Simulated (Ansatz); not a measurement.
Elements on the sites of an ideal hcp lattice, at a guessed lattice constant:

```
CELL_PARAMETERS angstrom
4.22845 -2.44130 -4.51035
4.22845 -2.44130 4.51035
-1.40948 -7.32390 0.00000
ATOMIC_POSITIONS crystal
Ru 0.44167 0.69167 0.40000
Ru 0.84167 0.09167 0.80000
Ru 0.74167 0.99167 0.20000
Ru 0.54167 0.79167 0.00000
Ru 0.55833 0.30833 0.60000
Ru 0.15833 0.90833 0.20000
Ru 0.95833 0.70833 0.00000
Ru 0.65833 0.40833 0.20000
Rh 0.64167 0.89167 0.60000
Rh 0.34167 0.59167 0.80000
Rh 0.05833 0.80833 0.60000
Rh 0.25833 0.00833 0.80000
Au 0.14167 0.39167 0.60000
Au 0.94167 0.19167 0.40000
Au 0.24167 0.49167 0.20000
Au 0.04167 0.29167 0.00000
Au 0.85833 0.60833 0.40000
Au 0.35833 0.10833 0.40000
Au 0.75833 0.50833 0.80000
Au 0.45833 0.20833 0.00000
```

Cell and atoms were relaxed without symmetry on coarser meshes and computed once more. The calculation used DFT PBE, scalar-relativistic, plane waves, PAW (Ansatz).

Settings: cutoff 420 eV, Γ-centred mesh 5×5×5 on the computed 20-atom cell, Gaussian smearing of 0.10 eV; no spin polarisation.

The relaxation ran on 2×2×2 (shifted) and then 3×3×3 k points with a smearing of 0.1 eV, from sites shaken by 0.02 Å.

Problem. What does the relaxation give?

Solution. A volume of 15.49 Å³/atom and no gap on the mesh. It lies 0.29 eV/atom above the elements' standard states (static lattices, no corrections for gases). The atoms leave their sites by 0.11 Å (root mean square) and 0.20 Å at most, and the cell stretches by up to 2.4 % at fixed volume.

```
Ru Rh Au
1.0
     4.13912   -2.40266   -4.53008
     4.24728   -2.44544    4.65520
    -1.38203   -7.24519    0.01804
Ru Rh Au
8 4 8
Direct
  0.44808 0.70139 0.39632
  0.83739 0.06728 0.80540
  0.74448 0.97191 0.19067
  0.54662 0.79491 0.99969
  0.55743 0.31496 0.58851
  0.16692 0.89586 0.19564
  0.94570 0.72382 0.99688
  0.65439 0.43516 0.20859
  0.62979 0.89682 0.61073
  0.34037 0.61034 0.78789
  0.06462 0.81266 0.60788
  0.25750 0.99895 0.80795
  0.14437 0.38746 0.60513
  0.92998 0.17673 0.40325
  0.24286 0.49873 0.19101
  0.03086 0.28794 0.00497
  0.85779 0.61843 0.40341
  0.36688 0.10541 0.39704
  0.75061 0.50961 0.80392
  0.46316 0.20668 0.99514
```

Spin-orbit coupling is left out, which matters for the bands of heavy elements.

Cost: 2 runs of about 20 core-minutes in all (earlier runs that led there not counted), on Arm Neoverse V1 (shared hosts).